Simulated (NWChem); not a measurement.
System meant: ethane (C2H6); SMILES CC

Here is an NWChem input.

```
start job
memory heap 200 mb stack 900 mb global 1100 mb
geometry units angstroms noautoz
  C      0.000000     0.000000     0.759312
  C      0.000000     0.000000    -0.759312
  H     -0.719343     0.719343     1.157926
  H      0.982641     0.263298     1.157926
  H     -0.263298    -0.982641     1.157926
  H     -0.982641    -0.263298    -1.157926
  H      0.719343    -0.719343    -1.157926
  H      0.263298     0.982641    -1.157926
end
basis spherical
  * library 6-31g*
end
dft
  xc b3lyp
  iterations 150
end
tddft
  cis
  nroots 4
  notriplet
end
task tddft energy
```

End of the output:

```
 Vector   12  Occ=0.000000D+00  E= 1.644477D-01  Symmetry=eu
              MO Center= -1.7D-10, -7.3D-12, -1.6D-10, r^2= 4.3D+00
   Bfn.  Coefficient  Atom+Function         Bfn.  Coefficient  Atom+Function
  ----- ------------  ---------------      ----- ------------  ---------------
    32      1.170998  4 H  s                 36     -1.170998  6 H  s
    30     -0.808269  3 H  s                 38      0.808269  7 H  s
     7     -0.767662  1 C  px                21     -0.767662  2 C  px
    34     -0.362729  5 H  s                 40      0.362729  8 H  s
     3     -0.293902  1 C  px                17     -0.293902  2 C  px

 center of mass
 --------------
 x =  -0.00000000 y =   0.00000000 z =   0.00000000

 moments of inertia (a.u.)
 ------------------
          89.541011536797           0.000000000000           0.000000000000
           0.000000000000          89.541011536797          -0.000000000000
           0.000000000000          -0.000000000000          22.347874275473

     Multipole analysis of the density
     ---------------------------------

     L   x y z        total         alpha         beta         nuclear
     -   - - -        -----         -----         ----         -------
     0   0 0 0     -0.000000     -9.000000     -9.000000     18.000000

     1   1 0 0     -0.000000     -0.000000     -0.000000     -0.000000
     1   0 1 0     -0.000000     -0.000000     -0.000000      0.000000
     1   0 0 1      0.000000      0.000000      0.000000      0.000000

     2   2 0 0    -10.925583    -11.006381    -11.006381     11.087180
     2   1 1 0      0.000000      0.000000      0.000000     -0.000000
     2   1 0 1     -0.000000     -0.000000     -0.000000     -0.000000
     2   0 2 0    -10.925583    -11.006381    -11.006381     11.087180
     2   0 1 1     -0.000000     -0.000000     -0.000000      0.000000
     2   0 0 2    -11.328635    -32.381971    -32.381971     53.435308

 ------------------------------------------------------------------------
 tddft_init: non-Abelian symmetry not permitted                   0
 ------------------------------------------------------------------------
 ------------------------------------------------------------------------
  current input line :
    25: task tddft energy
 ------------------------------------------------------------------------
 ------------------------------------------------------------------------
 There is an error related to the specified geometry
 ------------------------------------------------------------------------
 For more information see the NWChem manual at https://nwchemgit.github.io

0:tddft_init: non-Abelian symmetry not permitted:Received an Error in Communication
```

Task: What is wrong, and how is it mended?

Result: The run crashed. Cause: the TDDFT module takes Abelian point groups alone, and the geometry was found to have a non-Abelian one. This input runs:
```
start job
memory heap 200 mb stack 900 mb global 1100 mb
geometry units angstroms noautosym nocenter noautoz
  C      0.000000     0.000000     0.759312
  C      0.000000     0.000000    -0.759312
  H     -0.719343     0.719343     1.157926
  H      0.982641     0.263298     1.157926
  H     -0.263298    -0.982641     1.157926
  H     -0.982641    -0.263298    -1.157926
  H      0.719343    -0.719343    -1.157926
  H      0.263298     0.982641    -1.157926
end
basis spherical
  * library 6-31g*
end
dft
  xc b3lyp
  iterations 150
end
tddft
  cis
  nroots 4
  notriplet
end
task tddft energy
```
It converges to -79.82889 Ha (B3LYP/6-31G* (spherical d), TDA).
